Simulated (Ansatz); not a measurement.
A made-up structure of CH$_{3}$S (charge -1), closed shell:

```xyz
5
angstrom
C -0.1803 -0.5888 -0.1705
S 0.2664 1.0215 0.4374
H -1.2667 -0.7042 -0.0748
H 0.3238 -1.3422 0.4466
H 0.3356 -0.8686 -1.0532
```

It is relaxed with PBE-D4/def2-SVPD and then PBE0-D4/def2-TZVPD (Ansatz 0.2.0). Atoms count as bonded within 1.22 times the sum of their covalent radii (H–H: 0.88 Å). The end point is not checked to be a true minimum.

(1) Does its bonding change? (A judgement: the text doesn't fix the answer.)

Results:

(1) The calculation gives: No: no bond forms or breaks.

Where it ends: The first stage lowers the energy by 0.34 eV in 4 steps. It ends as CH₃S ([CH3][S]), total charge -1:
```json
{"atom": "C1", "x (Å)": "-0.1322", "y (Å)": "-0.6057", "z (Å)": "-0.1191"}
{"atom": "S2", "x (Å)": "0.2982", "y (Å)": "1.0734", "z (Å)": "0.4366"}
{"atom": "H3", "x (Å)": "-1.2187", "y (Å)": "-0.7626", "z (Å)": "-0.1441"}
{"atom": "H4", "x (Å)": "0.2872", "y (Å)": "-1.3757", "z (Å)": "0.5418"}
{"atom": "H5", "x (Å)": "0.2443", "y (Å)": "-0.8115", "z (Å)": "-1.1297"}
```

Labels in which every atom is bracketed show which atoms are joined, not bond orders.

For scale, one of the runs: PBE0-D4/def2-TZVPD relaxation, 110 basis functions, launched by `ansatz run in.yaml --threads 2 --pin off --events-out ev --progress --plain --max-ram 4352MiB`. Hardware: 2 CPU threads of an Arm Neoverse V1, shared host. Wall time about 7 s.
